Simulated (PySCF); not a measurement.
Job file and geometry (Å, from GFN2-xTB) of an NMR shielding run on 2,3-dihydrofuran (C1=COCC1, C4H6O), PySCF, GIAO PBE0/pcSseg-1 NMR shielding, non-relativistic, gas phase; density fitting, a coarse starting grid and PySCF grid level 2 are the driver's defaults:

```
{"job": {"kind": "nmr", "xc": "PBE0", "basis": "pcSseg-1"}, "charge": 0, "multiplicity": 1}
C      0.842823    -0.828609     0.019601
C      1.347688     0.357859    -0.282384
O      0.443369     1.372011    -0.327115
C     -0.839407     0.819433    -0.021923
C     -0.640938    -0.688533     0.227960
H      1.370184    -1.756262     0.107669
H      2.360382     0.646562    -0.497000
H     -1.230162     1.341514     0.856619
H     -1.502113     1.018539    -0.869465
H     -1.208283    -1.299471    -0.477326
H     -0.938118    -0.980373     1.237400
```

**Question.** Write the output of this run.

**Answer.** 
```
coarse grid: 9152 points
cycle   1  E = -230.8361579038  dE =  7.647e-01  |g| = 4.962e-01  |ddm| = 2.922e+00
cycle   2  E = -230.8051066644  dE =  3.105e-02  |g| = 6.635e-01  |ddm| = 7.850e-01
cycle   3  E = -230.8837860175  dE = -7.868e-02  |g| = 9.261e-02  |ddm| = 4.623e-01
cycle   4  E = -230.8850758794  dE = -1.290e-03  |g| = 4.421e-02  |ddm| = 8.971e-02
cycle   5  E = -230.8855218761  dE = -4.460e-04  |g| = 1.129e-02  |ddm| = 4.226e-02
cycle   6  E = -230.8855507331  dE = -2.886e-05  |g| = 3.835e-03  |ddm| = 1.167e-02
cycle   7  E = -230.8855541430  dE = -3.410e-06  |g| = 2.097e-04  |ddm| = 3.060e-03
final grid: 88272 points
cycle   8  E = -230.9272819821  dE = -1.623e-05  |g| = 1.136e-02  |ddm| = 2.299e-02
cycle   9  E = -230.9272454886  dE =  3.649e-05  |g| = 1.808e-02  |ddm| = 1.704e-02
cycle  10  E = -230.9273058562  dE = -6.037e-05  |g| = 1.998e-03  |ddm| = 1.153e-02
cycle  11  E = -230.9273068277  dE = -9.715e-07  |g| = 2.427e-04  |ddm| = 1.803e-03
cycle  12  E = -230.9273068374  dE = -9.641e-09  |g| = 1.273e-04  |ddm| = 2.437e-04
cycle  13  E = -230.9273068412  dE = -3.780e-09  |g| = 1.920e-05  |ddm| = 1.040e-04
cycle  14  E = -230.9273068412  dE = -7.651e-11  |g| = 5.261e-06  |ddm| = 1.657e-05
converged SCF energy = -230.9273068412

GIAO shielding tensors (ppm)
atom      isotropic    diamagn.    paramagn.     s11        s22        s33       span
  0 C       85.113     256.070    -170.956    -12.854    123.582    144.613    157.468
  1 C       32.541     250.781    -218.240    -65.944     69.737     93.832    159.776
  2 O      205.961     395.556    -189.595    132.627    191.415    293.841    161.214
  3 C      116.113     244.568    -128.455     75.662    102.972    169.705     94.043
  4 C      153.222     248.266     -95.044    128.885    160.234    170.547     41.662
  5 H       26.769      31.499      -4.730     25.296     26.085     28.925      3.629
  6 H       25.451      29.711      -4.261     23.757     24.880     27.716      3.959
  7 H       27.205      28.997      -1.792     22.713     26.748     32.154      9.442
  8 H       27.206      28.996      -1.790     22.707     26.752     32.159      9.452
  9 H       28.851      29.795      -0.943     24.876     26.535     35.143     10.267
 10 H       28.852      29.794      -0.943     24.873     26.538     35.144     10.271
```

**Question.** Turn these shieldings into chemical shifts. Shifts are taken against calculated references (same method and geometry level): ¹³C (σref 186.93), ¹H (σref 31.72) against TMS; H2O for ¹⁷O (σref 336.08).

**Answer.** Averaging equivalent atoms: C 1: 154.4; C 0: 101.8; C 3: 70.8; C 4: 33.7; O 2: 130.1; H 6: 6.27; H 5: 4.95; H 7/8: 4.51; H 9/10: 2.87 ppm. Experimental scales use liquid or dissolved standards, which lie at an offset from isolated H2O (liquid H2O: subtract about 36 ppm).

Size and cost of the density-fitted run: 115 basis functions, 12 s wall time on 1 thread of an Arm Neoverse N1, shared host.
